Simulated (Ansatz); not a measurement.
# C5H8: how energies converge with the basis set

How large a basis does C5H8 need? Two functionals are run in growing sets.

Method: one geometry, several basis sets; program: Ansatz 0.2.0, Gaussian basis.

The runs, in order: PBE0-D4/def2-SVP; ωB97M-V/def2-SVP; PBE0-D4/def2-QZVPP; ωB97M-V/def2-QZVPP; the functionals' def2-TZVPP values are taken from earlier runs.

## 1. The geometry

The geometry comes from an earlier relaxation with PBE0-D4 in a triple-zeta def2 set; it is a stationary point, not always the lowest conformer.

13 atoms, charge 0, spin multiplicity 1.

Atoms are counted from 1 here; the program's logs count them from 0.

Bond lengths: C1–C2 1.328 Å, C1–C5 1.501 Å, C1–H6 1.084 Å, C2–C3 1.501 Å, C2–H7 1.084 Å, C3–C4 1.538 Å, C3–H8 1.094 Å, C3–H9 1.098 Å, C4–C5 1.538 Å, C4–H10 1.091 Å, C4–H11 1.093 Å, C5–H12 1.094 Å, C5–H13 1.098 Å. Angles: C2–C1–C5 111.9°, C2–C1–H6 125.0°, C5–C1–H6 123.0°, C1–C2–C3 111.9°, C1–C2–H7 125.0°, C3–C2–H7 123.0°, C2–C3–C4 102.9°, C2–C3–H8 113.1°, C2–C3–H9 110.2°, C4–C3–H8 112.5°, C4–C3–H9 111.9°, H8–C3–H9 106.3°, C3–C4–C5 105.5°, C3–C4–H10 112.9°, C3–C4–H11 109.0°, C5–C4–H10 112.9°, C5–C4–H11 109.0°, H10–C4–H11 107.3° and more.

## 2. PBE0-D4 in def2-SVP

File in.yaml:

```yaml
crystal:
  periodic: [false, false, false]
  atoms:
    - {symbol: C, position_ang: [-0.780956, 1.073748, 0.236069]}
    - {symbol: C, position_ang: [-0.723609, 0.099701, 1.136867]}
    - {symbol: C, position_ang: [0.258057, -0.966912, 0.746850]}
    - {symbol: C, position_ang: [0.546885, -0.646025, -0.729258]}
    - {symbol: C, position_ang: [0.152459, 0.828994, -0.913824]}
    - {symbol: H, position_ang: [-1.387725, 1.967667, 0.324778]}
    - {symbol: H, position_ang: [-1.276702, 0.081549, 2.069008]}
    - {symbol: H, position_ang: [-0.131179, -1.979344, 0.887005]}
    - {symbol: H, position_ang: [1.161633, -0.895602, 1.366424]}
    - {symbol: H, position_ang: [1.580415, -0.848782, -1.014267]}
    - {symbol: H, position_ang: [-0.092264, -1.267960, -1.361183]}
    - {symbol: H, position_ang: [-0.307544, 1.020887, -1.887342]}
    - {symbol: H, position_ang: [1.020929, 1.497278, -0.846227]}
basis:
  gaussian: {orbitals: def2-SVP}
hamiltonian: {xc: pbe0, dispersion: d4}
output: {orbitals: {seedname: orbitals}}
```

Run with:

```bash
$ ansatz run in.yaml --threads 4 --pin off --events-out ev --progress --plain --max-ram 10444MiB
```

After this run come: ωB97M-V in def2-SVP; PBE0-D4 in def2-QZVPP; ωB97M-V in def2-QZVPP.

**Question.** What will the summary of the whole plan be? Wanted: PBE0-D4: double and triple zeta above quadruple; ωB97M-V: double and triple zeta above quadruple.

**Answer**, as computed:

```
                                       quantity          value
PBE0-D4: double and triple zeta above quadruple  5.97, 0.29 eV
ωB97M-V: double and triple zeta above quadruple  6.28, 0.28 eV
```

**Reading.** For PBE0-D4 the step from double to triple zeta gains 5.68 eV and the next only 0.29 eV. These are total energies; as a rule much of such shifts cancels in differences, which this series doesn't test. The LUMO of ωB97M-V is positive and keeps falling with the basis (3.03 to 2.04 eV): an unbound level that the basis holds in place.
